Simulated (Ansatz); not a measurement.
System (SMILES): [Si-]#[O+] (O-Si).
Geometry (B3LYP-D3(BJ)/def2-TZVP, fixed):
```
Si
O 1 1.5131
```

Basis-set convergence of the dipole moment at PBE with Ansatz (a first-principles code). Dipoles come from the density behind the forces; the sign is taken along the dipole that this method gives in the largest set. Cartesian d functions, on some or all atoms, in 6-31+G*, 6-311G**, 6-311+G**; all else is spherical. The program fits the integrals of some runs and decomposes those of others, by size. No added dispersion term, no relativity. Reference: the value in aug-pcseg-3, 2.911 D, itself unsure by roughly 0.003 D (its mean distance from aug-cc-pV(Q+d)Z, def2-QZVPPD).

| basis | functions | dipole moment (D) |
|---|---|---|
| STO-3G | 14 | 1.084 |
| pcseg-0 | 22 | (withheld) |
| 6-31+G* | 42 | 2.856 |
| 6-311G** | 45 | 2.551 |
| def2-SVPD | 47 | 2.897 |
| 6-311+G** | 53 | (withheld) |
| cc-pV(T+d)Z | 69 | (withheld) |
| def2-TZVPP | 73 | 2.795 |
| def2-TZVPD | 83 | 2.896 |
| 6-311++G(3df,3pd) | 86 | 2.896 |
| aug-pcseg-2 | 96 | (withheld) |
| aug-cc-pV(T+d)Z | 101 | 2.896 |
| pcseg-3 | 124 | 2.917 |
| def2-QZVPP | 127 | 2.883 |
| aug-cc-pV(Q+d)Z | 169 | 2.908 |
| aug-pcseg-3 | 174 | 2.911 |
| cc-pV(5+d)Z | 191 | 2.886 |
| pcseg-4 | 206 | 2.914 |

### Question
Some entries are withheld; supply them.

### Answer

- pcseg-0, dipole moment (D): 2.197
- 6-311+G**, dipole moment (D): 2.921
- cc-pV(T+d)Z, dipole moment (D): 2.691
- aug-pcseg-2, dipole moment (D): 2.892
